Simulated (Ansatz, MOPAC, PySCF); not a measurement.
Species: HO2, charge 0, multiplicity 2. SMILES: [O]O
Geometry from a B3LYP-D3(BJ)/def2-TZVP (Ansatz, a program for electronic structure) optimisation:
```xyz
3

O      0.0587     0.7153    -0.0516
O      0.0423    -0.6096    -0.0011
H     -0.8076    -0.8455     0.4215
```
Charge 0, spin multiplicity 2.

Property: enthalpy of formation at 298 K, in kcal/mol. Set-up: valence correlation only; no spin-orbit coupling; 6-31G* and kin with 6d, 5d where marked; no dispersion term unless named; 6-311+G** with 5d; UHF or UKS for open shells; non-relativistic. CBS(X,Y): correlation extrapolated as X^-3; Hartree-Fock from the larger set. First-principles rows: single points at B3LYP-D3(BJ) geometries (Ansatz), with unscaled harmonic terms from B3LYP/6-31G* at its own minima, enthalpies of formation by atomisation with measured atoms. Semi-empirical rows: MOPAC heats of formation at their own minima for 298 K.

Measured values: Active Thermochemical Tables 1.112 (ions: stationary electron), as tabulated in the package chemicals; they hold spin-orbit and core effects, anharmonicity. 

Value to compare with, the measured value: 2.9 kcal/mol.

```csv
level,program,enthalpy of formation at 298 K (kcal/mol),error
AM1,MOPAC,-11.8,-14.7
MNDO,MOPAC,-11.3,-14.2
HF/6-31G*,Ansatz,112.7,109.8
PBE/6-31G*,Ansatz,-14.7,-17.6
PBE/6-311+G**,Ansatz,-12.7,-15.6
B3LYP/6-31G,Ansatz,30.3,27.4
B3LYP/6-31G*,Ansatz,3.5,0.6
M06-2X/6-311+G**,PySCF,8.3,5.4
MP2/STO-3G,Ansatz,65.5,62.6
B3PW91/6-31G* (5d),PySCF,4.7,1.8
r2SCAN-D4/def2-TZVPD,Ansatz + dftd4,-1.9,-4.8
PBE0/def2-TZVPD,Ansatz,2.6,-0.3
B2PLYP-D3(BJ)/def2-TZVPD,Ansatz + dftd3,5.0,2.1
"CCSD(T)/CBS(aug-cc-pVTZ,aug-cc-pVQZ)",Ansatz,2.8,-0.1
```

Among the 10 habitual levels, HF/6-31G* lies farthest from the measured value (109.8 kcal/mol); 6 of 10 lie above it, and their mean absolute error is 27.0 kcal/mol, the median 15.1. One case shows no general order.

The levels are drawn from those run, B3LYP/6-31G* more often than the rest, none by its result; runs whose electronic state is in doubt are left out.
